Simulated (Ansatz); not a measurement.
Basis-set extrapolation for `CC1=NCS1` (PBE0-D4/def2-TZVP geometry, frozen core, Ansatz). Multiplicity 1, RHF reference.

```csv
,def2-TZVPP,def2-QZVPP
HF,-568.529279,-568.548273
MP2 correlation,-0.867969,-0.928453
CCSD(T) correlation,-0.946823,not run
```

Energies in hartree. Use E(X) = E(∞) + A·exp(−7.88·√X) for Hartree–Fock and E(X) = E(∞) + B·X^(−2.97) for correlation, with X = 3 and 4, and add CCSD(T) minus MP2 of the smaller set to the MP2 limit.

Task: What is the CCSD(T) energy at the basis-set limit?

Result: HF limit: -568.548273 + (-0.018994) × 0.13774 = -568.55089. MP2 limit: -0.928453 + (-0.060484) × 0.74074 = -0.97326. Higher-order term: -0.946823 − (-0.867969) = -0.07885. Total: -569.60300 hartree, 79.6 kcal/mol below CCSD(T)/def2-TZVPP.
